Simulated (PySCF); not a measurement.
# cyclopropanone: calculation against experiment

**Experimental background.**

NIST CCCBDB Release 22 (SRD 101), experimental dipoles lists, for the gas: dipole moment 2.67 ± 0.1 D.

The results are set against them at the end.

Compound: cyclopropanone, C₃H₄O.
Numbering: `[O:1]=[C:2]1[CH2:3][CH2:4]1` (hydrogens: H5, H6 on C3; H7, H8 on C4)

Structure used (PBE0-D3(BJ)/def2-SVP), in Å, numbered top down from 1:
```xyz
8
C3H4O angstrom
O     -1.348    1.641    0.124
C     -0.592    0.721    0.055
C      0.797    0.248    0.065
C     -0.405   -0.725   -0.102
H      1.428    0.440   -0.810
H      1.340    0.232    1.017
H     -0.652   -1.384    0.738
H     -0.568   -1.174   -1.088
```

Runs made with PySCF (gas phase, on this PBE0-D3(BJ)/def2-SVP geometry; no spin–orbit coupling):

```tsv
level	job	basis functions	wall time
PBE0-D3(BJ)/def2-SVP, grid level 1	geometry optimisation from an MMFF94s start	76	15 s
PBE0/pcSseg-1	shieldings, ring-centre shieldings, charges and field gradients	88	5.9 s
wB97X-D/pcSseg-2	shieldings, ring-centre shieldings	200	23 s
B3LYP/pcJ-1	spin–spin couplings from 8 perturbed nuclei	148	14 s
```

Hardware: an x86-64 server with one thread, on a shared host.

**Comparison with experiment**

**Dipole moment.** Measured: 2.67 D (NIST CCCBDB Release 22 (SRD 101), experimental dipoles).

| level | computed (D) | computed − measured (D) | % (from the printed values) |
| --- | --- | --- | --- |
| PBE0-D3(BJ)/def2-SVP | 2.70 | +0.03 | +1 |
| PBE0/pcSseg-1 | 2.85 | +0.18 | +7 |
| wB97X-D/pcSseg-2 | 3.04 | +0.37 | +14 |
| B3LYP/pcJ-1 | 2.87 | +0.20 | +7 |

Closest is PBE0-D3(BJ)/def2-SVP (+0.03 D), furthest wB97X-D/pcSseg-2 (+0.37 D); one molecule doesn't rank methods. All 4 levels lie above the measurement. The computed dipoles belong to one fixed geometry; measured ones are averaged over vibrations unless marked μe. Magnitudes are compared, not signs.

No measured geometry was used, and the causes of the misses weren't examined.
